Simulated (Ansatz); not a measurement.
Density of states of ZrCu5 (F-43m, a = 6.788 Å, b = 6.788 Å, c = 6.788 Å, α = 90.00°, β = 90.00°, γ = 90.00°), in states per eV and primitive cell, averaged over bins of 0.4 eV. Computed with DFT PBEsol, scalar-relativistic, plane waves, PAW in Ansatz 0.2.0.

Cutoff 420 eV; k points 10×10×10 on the computed 6-atom cell (Γ-centred); Gaussian smearing, width 0.10 eV; no spin polarisation.

The cell is relaxed at this level. The states (both spins) are summed by tetrahedra on a 15×15×15 mesh at the self-consistent density. Energies are bin centres; the table starts no lower than −8 eV and ends at 6 eV, or lower where the solved bands end.

It is a metal at this level.

```tsv
E − E_F (eV)	total	Cu 3d	Zr 4d	Cu 4s	Zr 5s
-7.85	0.62	0.03	0.01	0.47	0.09
-7.45	0.82	0.06	0.02	0.62	0.09
-7.05	1.17	0.14	0.05	0.87	0.08
-6.65	1.07	0.17	0.08	0.76	0.04
-6.25	0.69	0.11	0.08	0.43	0.06
-5.85	2.42	0.64	0.30	1.30	0.14
-5.45	3.54	1.93	0.43	1.02	0.11
-5.05	4.80	3.40	0.51	0.80	0.06
-4.65	10.34	8.55	0.53	0.69	0.49
-4.25	11.96	11.19	0.32	0.30	0.04
-3.85	19.96	18.47	0.66	0.54	0.08
-3.45	18.40	16.56	0.79	0.62	0.09
-3.05	11.55	10.80	0.28	0.28	0.02
-2.65	23.00	22.12	0.46	0.27	0.03
-2.25	18.88	17.77	0.43	0.53	0.02
-1.85	7.44	5.95	0.66	0.65	0.03
-1.45	1.53	0.77	0.30	0.30	0.05
-1.05	1.92	0.74	0.55	0.28	0.15
-0.65	3.46	1.16	1.08	0.50	0.29
-0.25	2.53	0.65	0.72	0.47	0.14
0.15	2.92	0.57	1.06	0.40	0.24
0.55	1.00	0.19	0.64	0.05	0.01
0.95	3.05	0.52	1.89	0.19	0.15
1.35	5.98	0.81	4.03	0.28	0.35
1.75	3.01	0.31	1.92	0.33	0.04
2.15	3.68	0.31	1.63	0.63	0.09
2.55	2.85	0.20	1.15	0.54	0.07
2.95	2.54	0.15	0.86	0.47	0.06
3.35	1.84	0.10	0.53	0.35	0.05
3.75	1.05	0.05	0.19	0.17	0.03
4.15	0.18	0.01	0.01	0.09	0.00
4.55	0.58	0.02	0.06	0.41	0.00
4.95	0.68	0.02	0.13	0.41	0.00
5.35	1.64	0.03	0.39	0.65	0.01
5.75	1.16	0.02	0.17	0.35	0.01
```

The columns after the total are the main Löwdin projections on the occupied valence shells of the potentials; 2 others are left out. The rest of the total lies in those, in shells that are empty in the free atom, which aren't projected, and between the atoms.